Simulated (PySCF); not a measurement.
Core-level binding energies of `[H]/N=C(\C)CC#C`

Species: C5H7N.
Structure used (GFN2-xTB), in Å, numbered top down from 1:
```
atom  x, y, z in Å
C1     2.3692   -0.9668   -0.6449
C2     1.6023   -0.0783   -0.4124
C3     0.6520    0.9762   -0.1219
C4    -0.5977    0.4276    0.5250
C5    -1.3413   -0.6040   -0.2742
N6    -0.9108    0.8804    1.6539
H7     3.0565   -1.7323   -0.8491
H8     0.3823    1.4784   -1.0567
H9     1.1053    1.7036    0.5546
H10   -1.7010   -0.1616   -1.2028
H11   -0.6696   -1.4213   -0.5323
H12   -2.1904   -0.9962    0.2828
H13   -1.7611    0.4947    2.0601
```

Method used: PySCF, delta-SCF UKS SCAN, pcX-2 on the ionised atom, pcseg-1 elsewhere, spin-free X2C. These are vertical core ionisation energies against the vacuum level, from separate self-consistent calculations with and without the core hole.

Q: What binding energy does each computed site have?

A: 
```csv
atom(s),environment,level,binding energy (eV),above the level's lowest (eV),count
C1,terminal alkyne carbon,C 1s,290.14,0.00,1
C2,alkyne carbon,C 1s,290.73,+0.59,1
C3,propargylic carbon,C 1s,291.55,+1.41,1
C4,imine carbon,C 1s,292.14,+2.00,1
C5,methyl carbon,C 1s,291.01,+0.87,1
N6,imine nitrogen,N 1s,404.32,0.00,1
```

The listed C 1s values span 2.00 eV, from C1 (bonded to C (triple bond) and H) to C4 (bonded to N (double bond) and 2 C). The widest gap between neighbouring values is 0.59 eV, between 291.55 and 292.14 eV.

Q: Which photon energy gives electrons from C 1s of C3 a kinetic energy of 200 eV, and what is their de Broglie wavelength?

A: hν = 291.55 + 200 = 491.55 eV, recoil neglected; λ = 12.264 Å/√(E/eV) = 0.87 Å.

Q: What is the longest wavelength that can ionise C 1s of C3 vertically?

A: λ = hc/E = 12398.42 eV Å / 291.55 eV = 42.526 Å.

Spin contamination (⟨S²⟩ against 0.75 for a pure doublet) is marked for C 1s of C2 (0.86) and C 1s of C4 (0.87), which makes these values less certain. Isolated species at its GFN2-xTB geometry (one conformer only).

Hardware: Arm Neoverse V2, one thread, no GPU, shared host with 96 logical CPUs at a one-minute load of 53. Cost: 60 s, 0.48 GiB resident at most.
